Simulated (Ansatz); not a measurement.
A run of Ansatz (development build ahead of 0.2.0) on singlet H2ClO(-) at this shape:

```xyz
4

O     0.0018   -0.3437   -1.9239
H    -0.0043   -0.4399   -0.9241
Cl   -0.0074    0.1489    1.0756
H    -0.0079    0.6212   -1.9341
```

Its results:

- Converged: yes
- Reference energy: -535.63358 hartree
- Correlation energy: -0.45701 hartree
- Total energy: -536.09059 hartree
- Spin squared of the determinant: 0.000

(1) Which input gives this output? Name the method, the orbitals and the basis set, and write the input.

Results:

(1) RHF-MP2 in def2-TZVP. An unrestricted run that stays on the closed shell gives the same numbers.

```yaml
crystal:
  periodic: [false, false, false]
  atoms:
    - { symbol: O, position_ang: [0.00177, -0.34367, -1.92389] }
    - { symbol: H, position_ang: [-0.00431, -0.43985, -0.92406] }
    - { symbol: Cl, position_ang: [-0.00738, 0.14892, 1.07556] }
    - { symbol: H, position_ang: [-0.00793, 0.62122, -1.93409] }
basis:
  gaussian: { orbitals: def2-TZVP }
total_charge: -1
hamiltonian:
  xc: hf
correlation:
  method: mp2
  frozen_orbitals: { Cl: 5, H: 0, O: 1 }
```

Caution: no diffuse functions for an anion.
